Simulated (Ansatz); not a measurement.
# AlS (doublet): wave-function methods side by side, def2-QZVPP

The task here is to estimate one member of a computed series from the others.

Program: Ansatz 0.2.0, Gaussian basis. Level of theory: def2-QZVPP, core rule «outside noble gas», up to 10 orbitals frozen. These are calculated values, not measurements.

To be run: UHF; ROHF; CCSD(T) on UHF.

2 further runs of the same task are left out: 2 set aside as unsound or not needed. Runs told in other sessions of the task aren't counted.

## The system

The geometry is a PBE0/def2-TZVP stationary point (not a proven minimum).

2 atoms, charge 0, spin multiplicity 2.

Atoms are counted from 1 here; the program's logs count them from 0.

Bond lengths: Al1–S2 2.032 Å.

Geometry (Å):

```xyz
2

Al    0.00000    0.00000    0.00000
S     0.00000    0.00000    2.03160
```

The first run:

Contents of in.yaml:

```yaml
crystal:
  periodic: [false, false, false]
  atoms:
    - {symbol: Al, position_ang: [0.000000, 0.000000, 0.000000]}
    - {symbol: S, position_ang: [0.000000, 0.000000, 2.031600]}
basis:
  gaussian: {orbitals: "def2-QZVPP.json"}
magnetization: {spin_polarized: true, initial_magnetization: 1}
hamiltonian: {xc: hf}
output: {orbitals: {seedname: orbitals}}
```

On the command line:

```bash
> ansatz run in.yaml --threads 1 --pin off --events-out ev --progress --plain --max-ram 2393MiB
```

Among the steps run: UHF; ROHF; CCSD(T) on UHF.

One table of the session follows, with a row left open; its other results are not shown here.

It belongs to the step «Misses and costs». 

| method | from UCCSD(T) (kJ/mol) |
| --- | --- |
| ROHF | +714.2 |
| UHF | +704.6 |
| UMP2 | +85.5 |
| UCCSD | ? |
| UCCSD(T) | 0 |

**Question.** Estimate the row for UCCSD.

**Answer.** from UCCSD(T) (kJ/mol): +44.7. In the column «from UCCSD(T) (kJ/mol)» it lies between UCCSD(T) (0) and UMP2 (+85.5).
